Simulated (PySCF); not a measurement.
# Level of theory and proton affinities: 1-propanol

Structure: `CCCO` (C3H8O). Coordinates in Å; atoms count from 1 in this order:
```
C    -1.5277    0.0036    0.0435
C    -0.1271    0.0879   -0.5402
C     0.9634   -0.2241    0.4722
O     2.2523   -0.2087   -0.0778
H    -1.7425   -1.0087    0.4216
H    -1.6567    0.7029    0.8853
H    -2.2940    0.2455   -0.7074
H    -0.0164   -0.6067   -1.3895
H     0.0464    1.1010   -0.9484
H     0.8752    0.4693    1.3354
H     0.8119   -1.2388    0.8765
H     2.4147    0.6746   -0.4244
```

All levels share the PBE0-D3(BJ)/def2-SVP structures and the PBE0-D3(BJ)/def2-SVP thermal terms; only the single-point energies (PySCF) change. Values are proton affinities (298 K, kJ/mol).

Measured (NIST Chemistry WebBook): proton affinity (−ΔH) 787 kJ/mol.

| level | O4 | time |
| --- | --- | --- |
| M06-L/aug-pcseg-1 (grid 3) | 777 | 59 s |
| ωB97X-D3(BJ)/def2-TZVP | 791 | – |
| ωB97X-D3(BJ)/6-31G* | 794 | 6.7 s |

Times are wall times for all single points of a level on 1 thread of Arm Neoverse V2, a shared host; the dash marks the run that also made the structures. M06-L ran on a slower path of this set-up, which computes the density-fitting integrals anew in every SCF cycle while the other levels store them. So the times needn't show the usual order of cost, and those levels read slower than they are.

The spread: 17 kJ/mol, from 777 to 794.
